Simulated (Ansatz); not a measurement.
A calculation with Ansatz (development build ahead of 0.2.0).

```yaml
crystal:
  periodic: [false, false, false]
  atoms:
    - { symbol: C, position_ang: [0.80404, -0.5076, 0.53633] }
    - { symbol: C, position_ang: [0.19814, -0.60438, -0.8797] }
    - { symbol: C, position_ang: [-0.62932, 0.66083, -0.56954] }
    - { symbol: C, position_ang: [-0.36656, 0.41712, 0.93154] }
    - { symbol: H, position_ang: [1.75633, 0.02642, 0.53195] }
    - { symbol: H, position_ang: [0.93414, -1.43334, 1.09903] }
    - { symbol: H, position_ang: [-0.4373, -1.48568, -0.98736] }
    - { symbol: H, position_ang: [0.88168, -0.57038, -1.72954] }
    - { symbol: H, position_ang: [-1.66643, 0.6866, -0.90763] }
    - { symbol: H, position_ang: [-0.13165, 1.56545, -0.92453] }
    - { symbol: H, position_ang: [-0.14301, 1.2831, 1.55658] }
    - { symbol: H, position_ang: [-1.181, -0.14026, 1.3985] }
basis:
  gaussian: { orbitals: def2-SVP }
magnetization:
  spin_polarized: true
  initial_magnetization: 2
hamiltonian:
  xc: hf
output:
  forces: true
```

The input is written out in the form of the current development build from the run's settings.

Results

- Converged: yes
- Total energy: -155.62201 hartree
- Spin squared of the determinant: 2.012
- Stability test: minimum

Forces (eV/Å):
| atom | Fx | Fy | Fz |
| --- | --- | --- | --- |
| C1 | 0.814 | 1.001 | 8.047 |
| C2 | -6.336 | 1.254 | -5.192 |
| C3 | 0.415 | -0.751 | -0.797 |
| C4 | -0.136 | -1.943 | -0.586 |
| H5 | 1.042 | 0.855 | -1.468 |
| H6 | -0.386 | -0.757 | -1.010 |
| H7 | 0.313 | -0.174 | 1.011 |
| H8 | 2.584 | 0.565 | 0.159 |
| H9 | -0.089 | -0.479 | 0.208 |
| H10 | 0.619 | -0.052 | 0.064 |
| H11 | 1.000 | 0.576 | -0.201 |
| H12 | 0.159 | -0.095 | -0.235 |

Caution: the determinant breaks the point group.
